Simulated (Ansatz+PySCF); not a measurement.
## doublet C2H3O: levels of theory in one basis

| atom | x (Å) | y (Å) | z (Å) |
| --- | --- | --- | --- |
| C | -0.9783 | -0.6478 | 0.0000 |
| C | 0.0000 | 0.5063 | 0.0000 |
| H | -0.4556 | -1.6078 | 0.0000 |
| H | -1.6176 | -0.5633 | 0.8811 |
| H | -1.6176 | -0.5633 | -0.8811 |
| O | 1.1951 | 0.4479 | 0.0000 |

Basis set: cc-pVTZ (spherical functions). Correlated methods keep 3 orbitals frozen. Correlation on ROHF uses semicanonical orbitals with singles. Charge 0, multiplicity 2.

Computed with Ansatz (development build ahead of 0.2.0); each method stands on the lowest determinant of its kind that the runs found.

```json
{"method": "ROHF", "E − E(ROHF) (eV)": "0.00", "<S²> of the determinant": "0.75"}
{"method": "UHF", "E − E(ROHF) (eV)": "-0.14", "<S²> of the determinant": "0.76"}
{"method": "ROHF-MP2", "E − E(ROHF) (eV)": "-14.86", "<S²> of the determinant": "–"}
{"method": "UHF-MP2", "E − E(ROHF) (eV)": "-14.82", "<S²> of the determinant": "0.76"}
{"method": "ROHF-CCSD", "E − E(ROHF) (eV)": "-15.29", "<S²> of the determinant": "–"}
{"method": "UHF-CCSD", "E − E(ROHF) (eV)": "-15.30", "<S²> of the determinant": "0.76"}
{"method": "ROHF-CCSD(T)", "E − E(ROHF) (eV)": "-15.97", "<S²> of the determinant": "–"}
{"method": "UHF-CCSD(T)", "E − E(ROHF) (eV)": "-15.97", "<S²> of the determinant": "0.76"}
```

Q: Is a single determinant a sound starting point here?

A: By this sign, yes. Unrestricted orbitals gain 0.14 eV and <S²> is 0.76 against 0.75 for a pure state.
